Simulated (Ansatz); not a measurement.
For 1T (CdI2-type) TiSe2 (undistorted form, which takes a superstructure on cooling), PBEsol (plane waves, PAW; Ansatz, a quantum-chemistry and plane-wave program) gives:

```
Property                          Value
------------------------------  -------
equilibrium lattice constant a  3.472 Å
lattice parameter c             5.963 Å
```

Question: What does HSE06-D3(BJ) in Ansatz (plane waves, PAW) give for the same quantities?

Answer: 
- lattice constant a: 3.468 Å (shrinks by 0.1 %)
- lattice parameter c: 5.813 Å (shrinks by 2.5 %)

For comparison: lattice constant a 3.536 Å (measured, temperature not stated, not corrected to a static lattice; as tabulated in Björkman (2014), arXiv:1406.2436); lattice parameter c 5.996 Å (measured, temperature not stated, zero-point anharmonic expansion removed (computed with revB86b-DF2); no thermal correction; as tabulated in Björkman (2014), arXiv:1406.2436).

Changes are worked out from the printed values.

Unless a cell is named, each level is at its own relaxed cell (PBEsol 20.75, HSE06-D3(BJ) 20.19 Å³/atom).

Caveats: the cell comes from a level without a dispersion term, which matters for the spacing of layers, chains or molecules (PBEsol). Ansatz's density-functional and Hartree–Fock values are scalar-relativistic unless marked +SOC, with PAW data made under PBE.
